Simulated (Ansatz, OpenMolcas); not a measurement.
# SiNH4O (SMILES N[SiH]O): the vertical ionisation energy, rung by rung

The species is SiNH4O (7 atoms), meant as a doublet with charge 0. SMILES: `N[SiH]O`. Geometry: relaxed at PBE0-D4/def2-TZVP. This is one conformer, not always the lowest.

Quantity: the vertical ionisation energy (to the singlet cation), in eV. The values are calculated.

```
             level                    kind     program  value (eV)
     UHF/6-311+G**            Hartree–Fock      Ansatz        7.73
U-revPBE/6-311+G**                     GGA  OpenMolcas        7.65
  UM06-L/6-311+G**                meta-GGA  OpenMolcas        7.67
   UPBE0/6-311+G**           global hybrid  OpenMolcas        7.88
 U-wB97X/6-311+G**  range-separated hybrid      Ansatz        7.87
 UB2PLYP/6-311+G**           double hybrid      Ansatz        7.71
 RPA@PBE/6-311+G**                     RPA      Ansatz        7.67
   UCCSD/6-311+G**   coupled cluster or CI      Ansatz        7.67
```

The values span 7.65 to 7.88 eV.
